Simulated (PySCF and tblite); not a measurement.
Values are calculated unless marked as measured or tabulated.
System: C₄H₉NO, numbered as in [CH2:1]1[CH2:2][NH:3][CH2:4][O:5][CH2:6]1.

For the pyramidal inversion at N3: electronic barrier 6.27 kcal/mol, zero-point change -1.32 kcal/mol, thermal and entropy terms at 250 K a further -0.02 kcal/mol (symmetry numbers apart). The minimum is C1, the saddle C1. Level: PBE0/pcSseg-1 + D3(BJ) on PBE0-D3(BJ)/def2-SVP stationary points, with GFN2-xTB thermal terms. Rate constants are transition-state-theory values, counting equivalent paths, without tunnelling. Programs: tblite and PySCF.

How many equivalent paths lead out of the minimum?

1: the symmetry number of the minimum is 1, that of the saddle displaced along its mode 1.

Work out the rate at 250 K.

ΔG‡ = 4.93 kcal/mol; k_B T/h = 5.2×10¹² s⁻¹; exp(−ΔG‡/RT) = 4.9×10⁻⁵; times 1 gives k = 2.6×10⁸ s⁻¹.
